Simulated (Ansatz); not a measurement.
A basis-limit estimate, worked out

An elementary step of AlH5S, singlet (AlH₃ + H₂S → AlH₃S ([AlH2][SH]) + H₂; Al–H, H–S broken or loosened, Al–S, H–H formed or tightened). “Start” and “end” are the PBE0-D4/def2-TZVP structures reached by relaxing down either side of its saddle point, with the molecules still in contact.

Computed with Ansatz 0.2.0 (basis: def2-TZVPP and def2-QZVPP); correlated methods freeze the cores.

Energies in eV:

| quantity | end | start |
| --- | --- | --- |
| Hartree–Fock, triple zeta (X = 3) | -17480.05743 | -17479.58149 |
| Hartree–Fock, quadruple zeta (X = 4) | -17480.57830 | -17480.09786 |
| MP2 correlation, X = 3 | -8.09955 | -7.98236 |
| MP2 correlation, X = 4 | -8.75320 | -8.60770 |
| CCSD(T) correlation, X = 3 | -9.57664 | -9.53614 |

Question: Work out the step energy at the basis limit: extrapolate Hartree–Fock as E(X) = E∞ + A exp(−7.88 √X) and the MP2 correlation as E(X) = E∞ + B X^−2.97 (the exponents that Neese and Valeev fitted for def2-TZVPP and QZVPP), then add CCSD(T) − MP2 in triple zeta.

Answer: Each step is linear, so take the differences first (end − start): Hartree–Fock -0.47594 (X = 3) and -0.48044 (X = 4); MP2 correlation -0.11719 and -0.14550; CCSD(T) correlation -0.04050.
Two points give E∞ = E(4) + w [E(4) − E(3)], with w = 1/(exp(7.88 (2 − √3)) − 1) = 0.1377 for Hartree–Fock and w = 1/((4/3)^2.97 − 1) = 0.7407 for the correlation.
Hartree–Fock: -0.48044 + 0.1377 × (-0.00450) = -0.4811 eV.
MP2 correlation: -0.14550 + 0.7407 × (-0.02831) = -0.1665 eV.
CCSD(T) − MP2: -0.04050 − (-0.11719) = 0.0767 eV.
Sum: -0.4811 + (-0.1665) + 0.0767 = -0.5709 eV, or -13.17 kcal/mol. Plain CCSD(T) in triple zeta gives -0.5164 eV, so the larger basis shifts the result by -0.0545 eV.

T1 diagnostic: at most 0.012.

Exchanges of this kind with a chalcogen hydride build sulfide and selenide films.

Labels in which every atom is bracketed show which atoms are joined, not bond orders.

For scale, one of the runs: CCSD(T)/def2-TZVPP, 154 basis functions, launched by `ansatz run in.yaml --threads 2 --pin off --events-out ev --progress --plain --max-ram 4352MiB`. Time: 11 s of wall clock on 2 CPU threads of an Arm Neoverse V1; the host was shared. Peak host memory: 0.91 GiB.
